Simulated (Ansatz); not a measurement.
Cost and result for the atomization energy of `[AlH2][S][AlH2]` (7 atoms, 6 bonds).

Cartesian coordinates in Å:
```
Al 0.836 1.395 0.462
S 0.278 -0.537 1.311
Al -0.813 -1.441 -0.350
H 0.418 1.772 -1.015
H 1.663 2.358 1.402
H -1.384 -2.893 -0.102
H -0.999 -0.654 -1.708
```

Total charge 0; spin multiplicity 1. The structure was optimised at the PBE0-D4/def2-TZVP level. Program: Ansatz. All runs use 2 threads of an Arm Neoverse V2 on a shared host. Times are those of one run each, without the atoms' runs, and a repeat can differ threefold. Electronic energies, without spin–orbit coupling; frozen cores. CCSD(T)/CBS adds CCSD(T) − MP2 in def2-TZVPP to the MP2 limit, and its time is that of the two runs behind it. T1 = 0.011. HSE06 is the plane-wave form, built on full-range PBE exchange.

CCSD(T)/CBS is a level of theory with its own doubt, some kJ/mol a heavy atom from the limit and from the frozen cores, so smaller differences don't rank the functionals.

| level | functions | wall time |
| --- | --- | --- |
| CCSD(T)/def2-SVP | 74 | 0.8 s |
| LDA (SPW92)/def2-TZVPP | 182 | 1.1 s |
| revPBE-D4/def2-TZVPP | 182 | 1.8 s |
| BLYP-D4/def2-TZVPP | 182 | 1.8 s |
| BHLYP-D4/def2-TZVPP | 182 | 2.4 s |
| HSE06-D4/def2-TZVPP | 182 | 2.5 s |
| PBE-QIDH/def2-TZVPP | 182 | 3.9 s |
| r2SCAN-D4/def2-TZVPP (with forces) | 182 | 4.2 s |
| r2SCANh-D4/def2-TZVPP | 182 | 4.7 s |
| ωB97X-V/def2-TZVPP | 182 | 6.5 s |
| MP2/def2-QZVPP | 330 | 11 s |
| CCSD(T)/def2-TZVPP | 182 | 18 s |
| CCSD(T)/CBS(def2) | – | 29 s |

(1) What atomization energy does each give, and how far from CCSD(T)/CBS? (Estimate.)

## Answers

(1) The calculation gave: 
```tsv
level	atomization (kJ/mol)	difference from CCSD(T)/CBS	per bond
CCSD(T)/def2-SVP	1733.6	-129.0	-21.5
LDA (SPW92)/def2-TZVPP	2015.0	152.4	25.4
revPBE-D4/def2-TZVPP	1790.7	-71.9	-12.0
BLYP-D4/def2-TZVPP	1809.1	-53.5	-8.9
BHLYP-D4/def2-TZVPP	1825.0	-37.6	-6.3
HSE06-D4/def2-TZVPP	1816.8	-45.8	-7.6
PBE-QIDH/def2-TZVPP	1826.4	-36.2	-6.0
r2SCAN-D4/def2-TZVPP (with forces)	1862.9	0.3	0.0
r2SCANh-D4/def2-TZVPP	1855.8	-6.8	-1.1
ωB97X-V/def2-TZVPP	1872.7	10.1	1.7
MP2/def2-QZVPP	1841.5	-21.1	-3.5
CCSD(T)/def2-TZVPP	1807.1	-55.5	-9.3
CCSD(T)/CBS(def2)	1862.6	0.0	0.0
```

The D4 term adds +24.0 kJ/mol with B3LYP and +12.5 kJ/mol with PBE0; it sums over pairs of atoms, weighted by their polarisabilities, and B3LYP, whose exchange is more repulsive, gets the larger term. At CCSD(T), def2-SVP lies −129.1 kJ/mol from the extrapolated value and def2-TZVPP −55.5 kJ/mol: correlation converges slowly with the basis, and small sets miss more of it in the bonded molecule than in its fragments. In def2-TZVPP, CCSD(T) changes the Hartree–Fock value by +387.6 kJ/mol (the triples alone add +20.6 kJ/mol) and MP2 by +389.1 kJ/mol; breaking electron pairs costs correlation energy, which Hartree–Fock lacks.

B3LYP here is the variant with VWN-RPA as its local correlation; programs differ in this.
